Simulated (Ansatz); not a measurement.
# H2F (doublet): wave-function methods side by side at distance H1–H2 along a hydrogen transfer = 0.782 Å, cc-pVDZ

Aim: climb from Hartree-Fock through coupled cluster and multireference methods for H2F (doublet) at one geometry and basis, and see what each rung misses.

Computed with Ansatz 0.2.0, Gaussian basis. Level: cc-pVDZ, core rule «outside noble gas», up to 1 orbitals frozen.

Plan: UHF; CCSD(T) on ROHF; CCSD(T) on UHF; BCCD(T) on ROHF; CISD; CCSDT(Q) on ROHF; CCSDT(Q) on UHF; CCSDTQ on ROHF; CCSDTQ on UHF; CASSCF and MRCISD+Q, 3 electrons in 3 orbitals; CASSCF and NEVPT2, 3 electrons in 3 orbitals; CASSCF and MRCISD+Q, 9 electrons in 6 orbitals; CASSCF and MRCISD+Q(relaxed), 9 electrons in 6 orbitals; CASSCF and NEVPT2, 9 electrons in 6 orbitals.

## (1) What is computed

The geometry derives from fragments relaxed apart (PBE0/def2-TZVP) and kept rigid, so it is no stationary point. A hydrogen atom is moved between rigid fragments.

3 atoms, charge 0, spin multiplicity 2.

Atoms are counted from 1 here; the program's logs count them from 0.

Bond lengths: H1–H2 0.782 Å, H2–F3 1.119 Å. Angles: H1–H2–F3 180.0°.

Coordinates:

```xyz
3
FH2
H     0.0000    0.0000   -0.8943
H     0.0000    0.0000   -0.1123
F     0.0000    0.0000    1.0067
```

## (2) UHF

Contents of in.yaml:

```yaml
crystal:
  periodic: [false, false, false]
  atoms:
    - {symbol: H, position_ang: [0.000000, 0.000000, -0.894333]}
    - {symbol: H, position_ang: [0.000000, 0.000000, -0.112333]}
    - {symbol: F, position_ang: [0.000000, 0.000000, 1.006667]}
basis:
  gaussian: {orbitals: cc-pVDZ}
magnetization: {spin_polarized: true, initial_magnetization: 1}
hamiltonian: {xc: hf}
output: {orbitals: {seedname: orbitals}}
```

Command:

```bash
$ ansatz run in.yaml --threads 1 --pin off --events-out ev --progress --plain --max-ram 5632MiB --backend cpu
```

After this run come: CCSD(T) on ROHF; CCSD(T) on UHF; BCCD(T) on ROHF; CISD; CCSDT(Q) on ROHF; CCSDT(Q) on UHF; CCSDTQ on ROHF; CCSDTQ on UHF; CASSCF and MRCISD+Q, 3 electrons in 3 orbitals; CASSCF and NEVPT2, 3 electrons in 3 orbitals; CASSCF and MRCISD+Q, 9 electrons in 6 orbitals; CASSCF and MRCISD+Q(relaxed), 9 electrons in 6 orbitals; CASSCF and NEVPT2, 9 electrons in 6 orbitals.

**Question.** What will the summary of the whole plan be? Wanted: UCCSDTQ below the RHF energy; RMP2 from UCCSDTQ; UMP2 from UCCSDTQ; RCCSD from UCCSDTQ; RCCSD(T) from UCCSDTQ; UCCSD(T) from UCCSDTQ; RCCSDT(Q) from UCCSDTQ; UCCSDT(Q) from UCCSDTQ; NEVPT2 pair from UCCSDTQ.

**Answer**, as computed:

```
                         quantity                                                                                                  value
     UCCSDTQ below the RHF energy                                                                                             -6.3515 eV
                RMP2 from UCCSDTQ                                                                                             +342.5 meV
                UMP2 from UCCSDTQ                                                                                             +498.0 meV
               RCCSD from UCCSDTQ                                                                                              +93.6 meV
            RCCSD(T) from UCCSDTQ                                                                                              +18.0 meV
            UCCSD(T) from UCCSDTQ                                                                                              +16.7 meV
           RCCSDT(Q) from UCCSDTQ                                                                                               -0.4 meV
           UCCSDT(Q) from UCCSDTQ                                                                                               -0.4 meV
         NEVPT2 pair from UCCSDTQ                                                                                             +313.9 meV
       MRCISD+Q pair from UCCSDTQ                                                                                              +49.1 meV
      NEVPT2 valence from UCCSDTQ                                                                                             +747.6 meV
levels within 1 kcal/mol (43 meV)  RCCSD(T), UCCSD(T), BCCD(T), RCCSDT, UCCSDT, RCCSDT(Q), UCCSDT(Q), RCCSDTQ, MRCISD+Q(relaxed) valence
                    T1 diagnostic                                                                                                  0.022
   effectively unpaired electrons                                                                                                   1.01
```

**Reading.** RCCSD(T) lands +18.0 meV from the yardstick (0.3 % of the correlation energy). One determinant dominates. Of the multireference levels listed MRCISD+Q(relaxed) valence comes nearest in total energy (+9.5 meV), which doesn't show that its space is the better one. These misses are within one basis, not against nature; the frozen cores of restricted and unrestricted runs differ, which can shift their rows.
